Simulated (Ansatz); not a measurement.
**A small benchmark: atomisation enthalpy at 298 K**

8 molecules with open shells; the atomisation enthalpy at 298 K in kJ/mol, computed less measured. Shapes, held fixed at every level: PBE0-D4/def2-TZVP. Flexible molecules stand in one conformer, not always the lowest. Thermal terms are harmonic and unscaled (PBE0-D4/def2-TZVP); the spin-orbit lowering of the free atoms is taken from their spectra. Programs: Ansatz 0.2.0. Measured values: Active Thermochemical Tables.

Levels: A = PBE-D4/def2-TZVPP; B = BHLYP-D4/def2-TZVPP; C = wB97M-V/def2-TZVPP; D = CCSD(T)/CBS estimate.

```csv
molecule,from tabulated heats,A,B,C,D
N2H (dinitrogen monohydride),913,+94,-62,+18,-7
C2HO (ethynyloxy radical),1723,+127,-98,+10,-13
CH3 (methyl radical),1224,+11,-10,-1,-1
CH3O (SMILES [CH2]O),1636,+50,-62,+3,-1
N2H3 (hydrazinyl radical),1374,+86,-48,+23,-1
C2H3O (acetyl radical),2347,+95,-95,+6,-8
C3H3 (cyclopropenyl radical),2318,+110,-75,+11,-11
C2H5O (SMILES CC[O]),2784,+83,-66,+15,-4
```

Sum up the errors.


```csv
level,kind,mean error,mean absolute error,worst case
PBE-D4/def2-TZVPP,GGA,+82.0,82.0,C2HO
BHLYP-D4/def2-TZVPP,global hybrid,-64.5,64.5,C2HO
wB97M-V/def2-TZVPP,range-separated hybrid,+10.6,10.9,N2H3
CCSD(T)/CBS estimate,coupled cluster or CI,-5.8,5.8,C2HO
```

On this set CCSD(T)/CBS estimate has the smallest mean absolute error and PBE-D4/def2-TZVPP the largest. PBE-D4/def2-TZVPP is too high in 8 of 8; BHLYP-D4/def2-TZVPP is too low in 8 of 8; wB97M-V/def2-TZVPP is too high in 7 of 8; CCSD(T)/CBS estimate is too low in 8 of 8. Spin contamination: N2H (⟨S²⟩ up to 0.85), C2HO (⟨S²⟩ up to 0.81). Open shells run unrestricted. The CBS estimate extrapolates MP2 from def2-TZVPP and def2-QZVPP and adds CCSD(T) − MP2 in the triple-zeta set, cores frozen. The set is small.
